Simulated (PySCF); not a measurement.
Compound: coumarin, C9H6O2.
SMILES with atom numbers: `[O:1]=[c:2]1[cH:3][cH:4][c:5]2[cH:6][cH:7][cH:8][cH:9][c:10]2[o:11]1` (hydrogens: H12 on C3; H13 on C4; H14 on C6; H15 on C7; H16 on C8; H17 on C9)

A GFN2-xTB structure was refined with PBE0-D3(BJ)/def2-SVP geometry optimisation, gas phase (PySCF 2.14.0). Its GFN2-xTB values:

```json
{"coordinate": "O1=C2", "GFN2-xTB": "1.204 Å"}
{"coordinate": "C2–C3", "GFN2-xTB": "1.457 Å"}
{"coordinate": "C2–O11", "GFN2-xTB": "1.369 Å"}
{"coordinate": "C3–C4", "GFN2-xTB": "1.345 Å"}
{"coordinate": "C3–H12", "GFN2-xTB": "1.078 Å"}
{"coordinate": "C4–C5", "GFN2-xTB": "1.434 Å"}
{"coordinate": "C4–H13", "GFN2-xTB": "1.081 Å"}
{"coordinate": "C5–C6", "GFN2-xTB": "1.399 Å"}
{"coordinate": "C5–C10", "GFN2-xTB": "1.404 Å"}
{"coordinate": "C6–C7", "GFN2-xTB": "1.376 Å"}
{"coordinate": "C6–H14", "GFN2-xTB": "1.080 Å"}
{"coordinate": "C7–C8", "GFN2-xTB": "1.393 Å"}
{"coordinate": "C7–H15", "GFN2-xTB": "1.079 Å"}
{"coordinate": "C8–C9", "GFN2-xTB": "1.378 Å"}
{"coordinate": "C8–H16", "GFN2-xTB": "1.079 Å"}
{"coordinate": "C9–H17", "GFN2-xTB": "1.078 Å"}
{"coordinate": "O1–C2–C3", "GFN2-xTB": "125.1°"}
{"coordinate": "C2–O11–C10", "GFN2-xTB": "122.4°"}
{"coordinate": "C3–C2–O11", "GFN2-xTB": "116.7°"}
{"coordinate": "C3–C4–C5", "GFN2-xTB": "120.0°"}
{"coordinate": "C4–C5–C6", "GFN2-xTB": "123.6°"}
{"coordinate": "C5–C10–C9", "GFN2-xTB": "120.3°"}
{"coordinate": "C5–C10–O11", "GFN2-xTB": "121.9°"}
{"coordinate": "C6–C7–C8", "GFN2-xTB": "120.1°"}
```

How do these coordinates change at the PBE0-D3(BJ)/def2-SVP level?

| coordinate | PBE0-D3(BJ)/def2-SVP (Å or °) | change |
| --- | --- | --- |
| C8–H16 | 1.092 | +0.013 |
| C4–H13 | 1.094 | +0.013 |
| C7–H15 | 1.092 | +0.013 |
| C6–H14 | 1.093 | +0.013 |
| C9–H17 | 1.091 | +0.013 |
| C3–H12 | 1.090 | +0.012 |
| C8–C9 | 1.389 | +0.011 |
| C2–O11 | 1.380 | +0.011 |
| C6–C7 | 1.386 | +0.010 |
| C7–C8 | 1.401 | +0.008 |
| O1=C2 | 1.198 | -0.006 |
| C5–C6 | 1.405 | +0.006 |
| C3–C4 | 1.351 | +0.006 |
| C4–C5 | 1.439 | +0.005 |
| C5–C10 | 1.407 | +0.003 |
| C2–C3 | 1.460 | +0.003 |
| C2–O11–C10 | 123.7 | +1.3 |
| C3–C2–O11 | 115.7 | -1.0 |
| O1–C2–C3 | 125.9 | +0.8 |
| C5–C10–C9 | 120.9 | +0.6 |
| C5–C10–O11 | 121.4 | -0.5 |
| C3–C4–C5 | 120.5 | +0.5 |
| C4–C5–C6 | 124.1 | +0.5 |
| C6–C7–C8 | 119.7 | -0.4 |

The energy falls by 3.5 kJ/mol over 6 energy and gradient evaluations, the largest force component goes from 0.0141 to 2.9e-04 Eh/bohr, and the atoms move by 0.019 Å rms after alignment. Among the bonds, C3–H12, C4–H13, C6–H14, C7–H15, C8–H16 and C9–H17 change most and about equally (+0.012 to +0.013 Å). Bonds longer at the end by more than 0.005 Å: 13 of 18; shorter: 1. Rotational constants go from 2862, 894.1, 681.3 to 2844, 886.8, 676.1 MHz.

The run used 184 basis functions and 43 SCF cycles in all.

No frequency check.
